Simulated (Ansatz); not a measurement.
Compare A (`CC1C=CS1`) with its isomer B (`CC1=CSC1`).

Computed with Ansatz on PBE0-D4/def2-TZVP structures; ΔE is electronic, products minus reactants. CCSD(T)/CBS is the MP2 limit (def2-TZVPP, def2-QZVPP) plus CCSD(T) − MP2 in def2-TZVPP, frozen cores. Functionals use def2-TZVPP. B3LYP here is the variant with VWN-RPA as its local correlation; programs differ in this.

Problem. Which isomer does CCSD(T)/CBS put lower? Give the gap. (An estimate is asked.)

Solution. Computed: B, by 1.3 kcal/mol.

Problem. Give E(B) − E(A) in kcal/mol with CCSD(T)/def2-TZVPP, MP2/def2-TZVPP, ωB97M-V, B3LYP-D4, HF/def2-TZVPP, CCSD/def2-TZVPP, r2SCAN-D4. (An estimate is asked.)

Solution. Computed: CCSD(T)/def2-TZVPP -1.4, MP2/def2-TZVPP -1.3, ωB97M-V -1.7, B3LYP-D4 -1.9, HF/def2-TZVPP -2.4, CCSD/def2-TZVPP -1.6, r2SCAN-D4 -2.0. None reverses the order clearly.

Largest T1 diagnostic: 0.012.

In def2-TZVPP, CCSD(T) changes the Hartree–Fock value by +1.0 kcal/mol (the triples alone add +0.2 kcal/mol) and MP2 by +1.1 kcal/mol.
